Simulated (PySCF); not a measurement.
Gas-phase reaction: c-Si3H6 + 3 CH2Cl2 ⇌ 3 CH3SiHCl2

Energies from PySCF, thermal terms from the rigid-rotor harmonic-oscillator model, ideal gas at 1 bar. † marks an energy on the PBE0/def2-TZVP geometry and frequencies; other levels use their own. MP2 and CCSD(T) freeze the core. 6-31G* has spherical d functions here. All species are closed-shell singlets. c-Si3H6: computed as isolated molecules; such fragments, hydroxides, amides, oligomers or adducts are transient or little studied in the gas. MP2 isn't extrapolated to the basis-set limit. CCSD(T) isn't extrapolated to the basis-set limit.

```json
[
 {"level": "BLYP/def2-TZVP†", "ΔH°(298 K), kJ": "[?]"},
 {"level": "CCSD(T)/def2-SVP†", "ΔH°(298 K), kJ": "-1106"},
 {"level": "HF/6-31G*", "ΔH°(298 K), kJ": "-1146"},
 {"level": "M06-2X/def2-TZVP†", "ΔH°(298 K), kJ": "-1157"},
 {"level": "MP2/def2-SVP†", "ΔH°(298 K), kJ": "-1157"},
 {"level": "PBE/def2-SVP", "ΔH°(298 K), kJ": "[?]"},
 {"level": "PBE0/def2-SVP†", "ΔH°(298 K), kJ": "[?]"},
 {"level": "PBE0/def2-TZVP", "ΔH°(298 K), kJ": "[?]"}
]
```

Fill in the missing entries.


- BLYP/def2-TZVP†, ΔH°(298 K), kJ: -1062
- PBE/def2-SVP, ΔH°(298 K), kJ: -1040
- PBE0/def2-SVP†, ΔH°(298 K), kJ: -1096
- PBE0/def2-TZVP, ΔH°(298 K), kJ: -1099
